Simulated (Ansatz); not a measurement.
Cost and result for the atomization energy of C3H4F2O (`FC(F)C1CO1`) (10 atoms, 10 bonds).

```tsv
atom	x (Å)	y (Å)	z (Å)
F1	-0.088	-2.007	1.096
C2	0.496	-1.037	0.352
F3	1.074	-1.643	-0.716
C4	-0.534	-0.060	-0.121
C5	-0.154	1.322	-0.379
O6	-0.853	0.961	0.800
H7	1.274	-0.559	0.956
H8	-1.373	-0.505	-0.651
H9	-0.722	1.897	-1.104
H10	0.878	1.631	-0.233
```

Total charge 0; spin multiplicity 1. All single points use the PBE0-D4/def2-TZVP geometry. It is one conformer, not always the lowest. Program: Ansatz. Hardware: A = 2 threads of a server CPU on a shared host; B = 2 threads of an AMD EPYC 7R13 on a shared host and a share of an NVIDIA H100 80 GB. Times are those of one run each, without the atoms' runs, and a repeat can differ threefold. Electronic energies, without spin–orbit coupling; frozen cores. CCSD(T)/CBS adds CCSD(T) − MP2 in def2-TZVPP to the MP2 limit, and its time is that of the two runs behind it. T1 = 0.012. B3LYP takes the VWN-RPA correlation (the form of Gaussian; ORCA's B3LYP/G). HSE06 is the plane-wave form, built on full-range PBE exchange.

CCSD(T)/CBS is a level of theory with its own doubt, some kJ/mol a heavy atom from the limit and from the frozen cores, so smaller differences don't rank the functionals.

```json
{"level": "PBE-QIDH/def2-TZVPP [A]", "functions": "242", "atomization (kcal/mol)": "968.2", "difference from CCSD(T)/CBS": "-2.1", "per bond": "-0.2"}
{"level": "BLYP-D4/def2-TZVPP [A]", "functions": "242", "atomization (kcal/mol)": "974.2", "difference from CCSD(T)/CBS": "3.9", "per bond": "0.4"}
{"level": "BHLYP-D4/def2-TZVPP [A]", "functions": "242", "atomization (kcal/mol)": "923.6", "difference from CCSD(T)/CBS": "-46.7", "per bond": "-4.7"}
{"level": "HSE06-D4/def2-TZVPP [A]", "functions": "242", "atomization (kcal/mol)": "981.4", "difference from CCSD(T)/CBS": "11.1", "per bond": "1.1"}
{"level": "revPBE-D4/def2-TZVPP [A]", "functions": "242", "atomization (kcal/mol)": "977.9", "difference from CCSD(T)/CBS": "7.6", "per bond": "0.8"}
{"level": "B2PLYP/def2-TZVPP [A]", "functions": "242", "atomization (kcal/mol)": "960.7", "difference from CCSD(T)/CBS": "-9.6", "per bond": "-1.0"}
{"level": "CCSD(T)/def2-TZVPP [B]", "functions": "242", "atomization (kcal/mol)": "944.3", "difference from CCSD(T)/CBS": "-26.0", "per bond": "-2.6"}
{"level": "r2SCANh-D4/def2-TZVPP [A]", "functions": "242", "atomization (kcal/mol)": "967.5", "difference from CCSD(T)/CBS": "-2.8", "per bond": "-0.3"}
{"level": "CCSD(T)/def2-SVP [A]", "functions": "104", "atomization (kcal/mol)": "923.9", "difference from CCSD(T)/CBS": "-46.4", "per bond": "-4.6"}
{"level": "CCSD(T)/CBS(def2)", "functions": "–", "atomization (kcal/mol)": "970.3", "difference from CCSD(T)/CBS": "0.0", "per bond": "0.0"}
{"level": "MP2/def2-QZVPP [B]", "functions": "462", "atomization (kcal/mol)": "991.8", "difference from CCSD(T)/CBS": "21.5", "per bond": "2.1"}
{"level": "ωB97X-V/def2-TZVPP [A]", "functions": "242", "atomization (kcal/mol)": "975.7", "difference from CCSD(T)/CBS": "5.4", "per bond": "0.5"}
{"level": "B3LYP-D4/def2-TZVPP (with forces) [A]", "functions": "242", "atomization (kcal/mol)": "967.3", "difference from CCSD(T)/CBS": "-3.0", "per bond": "-0.3"}
```

Question: Order the runs by time, with rough figures. (Estimate.)

Answer: The calculation gave: revPBE-D4/def2-TZVPP [A] 4.1 s; BLYP-D4/def2-TZVPP [A] 4.2 s; CCSD(T)/def2-TZVPP [B] 5.5 s; BHLYP-D4/def2-TZVPP [A] 6.5 s; HSE06-D4/def2-TZVPP [A] 7 s; MP2/def2-QZVPP [B] 7 s; r2SCANh-D4/def2-TZVPP [A] 8.5 s; B3LYP-D4/def2-TZVPP (with forces) [A] 8.5 s; PBE-QIDH/def2-TZVPP [A] 12 s; B2PLYP/def2-TZVPP [A] 12 s; CCSD(T)/CBS(def2) 13 s; ωB97X-V/def2-TZVPP [A] 16 s; CCSD(T)/def2-SVP [A] 16 s.

At CCSD(T), def2-SVP lies −46.3 kcal/mol from the extrapolated value and def2-TZVPP −25.9 kcal/mol: correlation converges slowly with the basis, and small sets miss more of it in the bonded molecule than in its fragments. From BLYP to BHLYP (50 % exact exchange), in def2-TZVPP and without D4, the atomization energy moves by −46.1 kcal/mol: exact exchange takes away binding that semilocal exchange gives to molecules. In def2-TZVPP, CCSD(T) changes the Hartree–Fock value by +271.2 kcal/mol (the triples alone add +18.8 kcal/mol) and MP2 by +303.3 kcal/mol; breaking electron pairs costs correlation energy, which Hartree–Fock lacks.
